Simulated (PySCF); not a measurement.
# AlH6P: core ionisation energies

Compound: Al(PH3)H3.
Z-matrix (Å and degrees, PBE0-D3(BJ)/def2-SVP geometry), rows numbered from 1:
```
Al
P   1  2.5328
H   2  1.4177  1  118.75
H   2  1.4177  1  118.32  3  -119.59
H   2  1.4177  1  119.17  3   120.41
H   1  1.6020  2   96.37  3    56.55
H   1  1.6016  2   97.06  3   -63.46
H   1  1.6017  2   96.75  3   176.43
```

Computed with delta-SCF UKS SCAN, pcX-2 on the ionised atom, pcseg-1 elsewhere, spin-free X2C (PySCF). Binding energies are ΔSCF values: E(core-ionised, relaxed orbitals) − E(ground state) at a fixed geometry, referred to the vacuum level.

Task: List the computed XPS lines with their assignment.

Result: 
| atom(s) | environment | level | binding energy (eV) | 2p1/2 (eV) | count |
| --- | --- | --- | --- | --- | --- |
| P2 | phosphorus bonded to Al and 3 H | P 1s | 2151.79 | – | 1 |
| Al1 | aluminium bonded to P and 3 H | Al 1s | 1565.65 | – | 1 |
| P2 | phosphorus bonded to Al and 3 H | P 2p3/2 | 138.20 | 139.09 | 1 |

Task: What is the longest wavelength that can ionise P 2p3/2 of P2 vertically?

Result: λ = hc/E = 12398.42 eV Å / 138.20 eV = 89.714 Å.

The 2p values aren't plain energy differences: one relaxed spin-free 2p hole is combined with a matrix within the shell (ground-state 2p orbital-energy differences and spin–orbit coupling). 2p3/2, the mean of its two sublevels, lies a third of the splitting below the shell's mean and 2p1/2 two thirds above it; the statistical areas are 2:1. 2p1/2 minus 2p3/2 (ligand field included): P 0.89 eV. Isolated species at its PBE0-D3(BJ)/def2-SVP geometry, gas phase.
